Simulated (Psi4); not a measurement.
Psi4 input (wB97X-D/6-31G*):

```
memory 1500 MB

molecule {
0 1
C     1.21013508   -0.36745904   -0.00201603
C     0.00594134    0.57336340   -0.00022751
N    -1.30565618   -0.07401790    0.00235316
H     2.15083117    0.18965263   -0.00390203
H     1.20276946   -1.01094548    0.88157958
H     1.19962331   -1.01161389   -0.88509263
H     0.05020044    1.22835584   -0.87435923
H     0.05331264    1.22901704    0.87324517
H    -1.40535207   -0.67057564    0.81648160
H    -1.40825028   -0.67119137   -0.81096339
symmetry c1
no_reorient
no_com
}

set {
  basis 6-31G*
  reference rks
  scf_type pk
  dft_radial_points 99
  dft_spherical_points 590
  e_convergence 1e-8
  d_convergence 1e-7
  maxiter 150
}

e = energy('wb97x-d')
print_out(f'\nFINAL {e:.10f} DIPOLE {variable("CURRENT DIPOLE")[0]:.6f} {variable("CURRENT DIPOLE")[1]:.6f} {variable("CURRENT DIPOLE")[2]:.6f}\n')
```

Output:

```
   => Loading Basis Set <=

    Name: 6-31G*
    Role: ORBITAL
    Keyword: BASIS
    atoms 1-2  entry C          line   111 file 6-31gs.gbs
    atoms 3    entry N          line   128 file 6-31gs.gbs
    atoms 4-10 entry H          line    44 file 6-31gs.gbs

   => WB97X-D: Empirical Dispersion <=

    Chai and Head-Gordon Dispersion Correction
    Chai, J.-D.; Head-Gordon, M. (2010), J. Chem. Phys., 132: 6615-6620

        s6 =       1.000000

         ---------------------------------------------------------
                                   SCF
               by Justin Turney, Rob Parrish, Andy Simmonett
                          and Daniel G. A. Smith
                              RKS Reference
         ---------------------------------------------------------

  ==> Geometry <==

    Molecular point group: c1
    Full point group: C1

    Geometry (in Angstrom), charge = 0, multiplicity = 1:

       Center              X                  Y                   Z               Mass
    ------------   -----------------  -----------------  -----------------  -----------------
         C            1.210135080000    -0.367459040000    -0.002016030000    12.000000000000
         C            0.005941340000     0.573363400000    -0.000227510000    12.000000000000
         N           -1.305656180000    -0.074017900000     0.002353160000    14.003074004430
         H            2.150831170000     0.189652630000    -0.003902030000     1.007825032230
         H            1.202769460000    -1.010945480000     0.881579580000     1.007825032230
         H            1.199623310000    -1.011613890000    -0.885092630000     1.007825032230
         H            0.050200440000     1.228355840000    -0.874359230000     1.007825032230
         H            0.053312640000     1.229017040000     0.873245170000     1.007825032230
         H           -1.405352070000    -0.670575640000     0.816481600000     1.007825032230
         H           -1.408250280000    -0.671191370000    -0.810963390000     1.007825032230

  Running in c1 symmetry.

  Rotational constants: A =      1.06949  B =      0.29150  C =      0.26055 [cm^-1]
  Rotational constants: A =  32062.59324  B =   8738.91478  C =   7811.08603 [MHz]
  Nuclear repulsion =   82.795338691286986

  Charge       = 0
  Multiplicity = 1
  Electrons    = 26
  Nalpha       = 13
  Nbeta        = 13

  ==> Algorithm <==

  SCF Algorithm Type is PK.
  DIIS enabled.
  MOM disabled.
  Fractional occupation disabled.
  Guess Type is SAD.
  Energy threshold   = 1.00e-08
  Density threshold  = 1.00e-07
  Integral threshold = 1.00e-12

  ==> Primary Basis <==

  Basis Set: 6-31G*
    Blend: 6-31G*
    Number of shells: 32
    Number of basis functions: 59
    Number of Cartesian functions: 59
    Spherical Harmonics?: false
    Max angular momentum: 2

  ==> DFT Potential <==

   => LibXC <=

    Version 7.1.2
    S. Lehtola, C. Steigemann, M. J. T. Oliveira, and M. A. L. Marques,  SoftwareX 7, 1–5 (2018) (10.1016/j.softx.2017.11.002)

   => Composite Functional: WB97X-D <=

    wB97X-D Hyb-GGA Exchange-Correlation Functional

    J.-D. Chai and M. Head-Gordon,  Phys. Chem. Chem. Phys. 10, 6615–6620 (2008) (10.1039/B810189B)

    Deriv               =              1
    GGA                 =           TRUE
    Meta                =          FALSE

    Exchange Hybrid     =           TRUE
    MP2 Hybrid          =          FALSE

   => Exchange-Correlation Functionals <=

    1.0000   wB97X-D range-separated functional

   => Exact (HF) Exchange <=

    0.7780            HF,LR [omega = 0.2000]
    0.2220               HF

   => LibXC Density Thresholds  <==

    XC_HYB_GGA_XC_WB97X_D:  1.00E-14

   => Molecular Quadrature <=

    Radial Scheme          =       TREUTLER
    Pruning Scheme         =           NONE
    Nuclear Scheme         =       TREUTLER

    Blocking Scheme        =         OCTREE
    BS radius alpha        =              1
    Pruning alpha          =              1
    Radial Points          =             99
    Spherical Points       =            590
    Total Points           =         549079
    Total Blocks           =           3919
    Max Points             =            256
    Max Functions          =             59
    Weights Tolerance      =       1.00E-15

  ==> Integral Setup <==

  Using in-core PK algorithm.
   Calculation information:
      Number of atoms:                  10
      Number of AO shells:              32
      Number of primitives:             73
      Number of atomic orbitals:        59
      Number of basis functions:        59

      Integral cutoff                 1.00e-12
      Number of threads:                 1

  Performing in-core PK
  Using 4702005 doubles for integral storage.
  We computed 138481 shell quartets total.
  Whereas there are 139656 unique shell quartets.

  Computing range-separated integrals for PK
  We computed 138481 wK shell quartets total.
  Whereas there are 139656 wK unique shell quartets.

  ==> DiskJK: Disk-Based J/K Matrices <==

    J tasked:                  Yes
    K tasked:                  Yes
    wK tasked:                 Yes
    Omega:               2.000E-01
    Schwarz Cutoff:          1E-12


  Cached 100.0% of DFT collocation blocks in 0.866 [GiB].

  Minimum eigenvalue in the overlap matrix is 6.0843410573E-03.
  Reciprocal condition number of the overlap matrix is 8.9245799073E-04.
    Using symmetric orthogonalization.

  ==> Pre-Iterations <==

  SCF Guess: Superposition of Atomic Densities via on-the-fly atomic UHF (no occupation information).

   -------------------------
    Irrep   Nso     Nmo
   -------------------------
     A         59      59
   -------------------------
    Total      59      59
   -------------------------

  ==> Iterations <==

                        Total Energy        Delta E     RMS |[F,P]|

   @RKS iter SAD:  -134.48125420776779   -1.34481e+02   0.00000e+00
   @RKS iter   1:  -134.94375417680581   -4.62500e-01   1.04064e-02 ADIIS/DIIS
   @RKS iter   2:  -135.00987839119779   -6.61242e-02   8.76277e-03 ADIIS/DIIS
   @RKS iter   3:  -135.12655419165461   -1.16676e-01   6.78682e-04 ADIIS/DIIS
   @RKS iter   4:  -135.12720914605589   -6.54954e-04   3.10764e-04 ADIIS/DIIS
   @RKS iter   5:  -135.12737336487004   -1.64219e-04   5.65276e-05 DIIS
   @RKS iter   6:  -135.12737997128684   -6.60642e-06   9.71636e-06 DIIS
   @RKS iter   7:  -135.12738027990528   -3.08618e-07   4.42442e-06 DIIS
   @RKS iter   8:  -135.12738033129307   -5.13878e-08   1.08231e-06 DIIS
   @RKS iter   9:  -135.12738033818033   -6.88726e-09   2.28954e-07 DIIS
   @RKS iter  10:  -135.12738033857744   -3.97108e-10   3.65711e-08 DIIS
  Energy and wave function converged.

  ==> Post-Iterations <==

   Electrons on quadrature grid:
      Ntotal   =   25.9999990022 ; deviation = -9.978e-07

    Orbital Energies [Eh]
    ---------------------

    Doubly Occupied:

       1A    -14.421452     2A    -10.311931     3A    -10.281301
       4A     -0.972971     5A     -0.822565     6A     -0.700144
       7A     -0.581062     8A     -0.520160     9A     -0.493994
      10A     -0.485900    11A     -0.438855    12A     -0.416714
      13A     -0.308445

    Virtual:

      14A      0.168894    15A      0.220381    16A      0.223809
      17A      0.240706    18A      0.257912    19A      0.274784
      20A      0.279457    21A      0.313918    22A      0.356819
      23A      0.625464    24A      0.641322    25A      0.649966
      26A      0.669749    27A      0.732233    28A      0.768149
      29A      0.837604    30A      0.893041    31A      0.933190
      32A      0.981979    33A      0.999781    34A      1.007348
      35A      1.029846    36A      1.058775    37A      1.080449
      38A      1.080754    39A      1.104804    40A      1.477271
      41A      1.553577    42A      1.569932    43A      1.596239
      44A      1.813323    45A      1.998057    46A      2.040772
      47A      2.115869    48A      2.151612    49A      2.182364
      50A      2.284032    51A      2.379514    52A      2.432492
      53A      2.514892    54A      2.588524    55A      2.713827
      56A      2.793582    57A      3.878426    58A      4.291293
      59A      4.509952

    Final Occupation by Irrep:
              A
    DOCC [    13 ]
    NA   [    13 ]
    NB   [    13 ]

  @RKS Final Energy:  -135.12738033857744

   => Energetics <=

    Nuclear Repulsion Energy =             82.7953386912869860
    One-Electron Energy =                -344.9959899667702530
    Two-Electron Energy =                 140.9150803344315648
    DFT Exchange-Correlation Energy =     -13.8384785521730009
    Empirical Dispersion Energy =          -0.0033308453527231
    VV10 Nonlocal Energy =                  0.0000000000000000
    Total Energy =                       -135.1273803385774386

Computation Completed

Properties will be evaluated at   0.000000,   0.000000,   0.000000 [a0]

Properties computed using the SCF density matrix

 Multipole Moments:

 ------------------------------------------------------------------------------------
     Multipole            Electronic (a.u.)      Nuclear  (a.u.)        Total (a.u.)
 ------------------------------------------------------------------------------------

 L = 1.  Multiply by 2.5417464519 to convert [e a0] to [Debye]
 Dipole X            :          0.3787080           -0.0000001            0.3787079
 Dipole Y            :         -0.4238455           -0.0000000           -0.4238455
 Dipole Z            :         -0.0005140           -0.0000001           -0.0005141
 Magnitude           :                                                    0.5683881

 ------------------------------------------------------------------------------------

FINAL -135.1273803386 DIPOLE 0.378708 -0.423846 -0.000514

*** Psi4 exiting successfully. Buy a developer a beer!
```
